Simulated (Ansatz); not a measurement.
Saddle point of SiH₂O, closed shell (SiH₂O ([OH][SiH]) → SiH₂O ([O][SiH2]); bonds formed: H1–Si3; bonds broken: H1–O2), PBE0-D4/def2-TZVP structure:

```
atom    x (Å)    y (Å)    z (Å)
  H1  -1.3504   0.1297   0.0875
  O2  -0.4478  -0.0929  -1.0825
 Si3   0.1485   0.0319   0.3692
  H4   1.6497  -0.0685   0.6258
```

Energies are electronic, without zero-point energy. Barriers and step energies count from the start structure reached by relaxing down the imaginary mode; all methods use the PBE0-D4 structures, on which another method's saddle can fall below an end. Program: Ansatz 0.2.0. Basis: def2-TZVPP, with def2-QZVPP for the basis limit. Cores are frozen in the correlated methods. B3LYP uses VWN-RPA correlation. Extrapolation: Hartree–Fock as exp(−7.88 √X), correlation as X^−2.97.

| method | barrier (kcal/mol) | step energy (kcal/mol) |
| --- | --- | --- |
| SPW92 | 50.03 | 2.21 |
| PBE-D4 | 51.37 | 0.20 |
| BLYP-D4 | 52.95 | -0.93 |
| r2SCAN-D4 | 54.42 | -1.68 |
| B97M-V | 58.22 | 1.29 |
| PBE0-D4 | 59.76 | 2.28 |
| B3LYP-D4 | 59.71 | 0.93 |
| r2SCAN0-D4 | 61.43 | 0.90 |
| BHLYP-D4 | ? | 3.10 |
| CAM-B3LYP-D4 | 62.86 | 1.66 |
| wB97X-V | 63.19 | 1.17 |
| wB97M-V | ? | 3.63 |
| B2PLYP | 58.45 | -0.80 |
| PBE-QIDH | ? | 0.74 |
| RPA on PBE | 59.05 | 1.76 |
| HF | 83.48 | 5.29 |
| MP2 | 57.23 | -2.75 |
| CCSD | 66.63 | 3.19 |
| CCSD(T) | 61.26 | 1.72 |

Q: Fill in the withheld barriers. (To be estimated.)

A: The calculation gives: BHLYP-D4 69.34; PBE-QIDH 61.93; wB97M-V 63.41 kcal/mol. Each is the energy of the saddle less that of the start structure, by the same method.

For comparison, the barrier by CCSD(T) at an estimated basis limit (MP2 extrapolated from triple and quadruple zeta, plus CCSD(T) − MP2 in triple zeta) is 59.93 kcal/mol.

T1 diagnostic: at most 0.033. The T1 diagnostic is large here, which may signal multireference character or strong orbital relaxation, so CCSD(T) is less sure. The restricted Hartree–Fock reference is unstable towards an unrestricted one at one or more of these structures.

Labels in which every atom is bracketed show which atoms are joined, not bond orders.

For scale, one of the runs: CCSD(T)/def2-TZVPP, 101 basis functions, launched by `ansatz run in.yaml --threads 2 --pin off --events-out ev --progress --plain --max-ram 4352MiB`. The run took about 3.2 s on 2 CPU threads of an Intel Xeon Platinum 8488C (shared host).
